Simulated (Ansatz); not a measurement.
Reaction (formal hydrolysis of a C–C bond): `CC(N)(N)F` + H₂O → `NC(N)(O)F` + CH₄

Program: Ansatz. Geometries: PBE0-D4/def2-TZVP. ΔE: electronic, gas phase. CCSD(T)/CBS adds triple-zeta CCSD(T) − MP2 to the extrapolated MP2 energy (def2 sets, frozen cores). This one scheme is used for every species. Functionals use def2-TZVPP. One conformer a species, not always the lowest.

CCSD(T)/CBS gives +5.1 kJ/mol.

(1) Another level gave +2.2 kJ/mol. Which?
A. MP2/def2-TZVPP
B. LC-ωPBE/def2-TZVPP
C. RPA@PBE/def2-TZVPP
D. HF/def2-TZVPP

(2) What do rigid-rotor, harmonic-oscillator terms from PBE0-D4/def2-TZVP frequencies (298.15 K, 1 bar) make of the CCSD(T)/CBS value? (Estimate.)

Largest T1 diagnostic among the species: 0.011.

Results:

(1) A. MP2/def2-TZVPP 2.2, LC-ωPBE -7.1, RPA@PBE/def2-TZVPP -1.8, HF/def2-TZVPP -15.8 kJ/mol.

(2) Computed: ΔZPE = +0.1 kJ/mol, ΔH = +4.4 kJ/mol, ΔS = -8 J/(mol·K), ΔG = +6.7 kJ/mol.

Leaving LDA and LC-ωPBE aside and taking each functional with its dispersion term where it has one, the values, not all of them listed here, spread over 8.1 kJ/mol, from B97M-V to revPBE-D4. In def2-TZVPP, CCSD(T) changes the Hartree–Fock value by +13.8 kJ/mol (the triples alone add +0.6 kJ/mol) and MP2 by +18.0 kJ/mol. The D4 term adds +3.8 kJ/mol with B3LYP and +2.2 kJ/mol with PBE0; it sums over pairs of atoms, weighted by their polarisabilities, and B3LYP, whose exchange is more repulsive, gets the larger term.

CCSD(T)/CBS has its own doubt, a few kJ/mol and more with outer-core shells, so smaller differences from it don't rank the levels.

B3LYP here is the variant with VWN-RPA as its local correlation; programs differ in this.
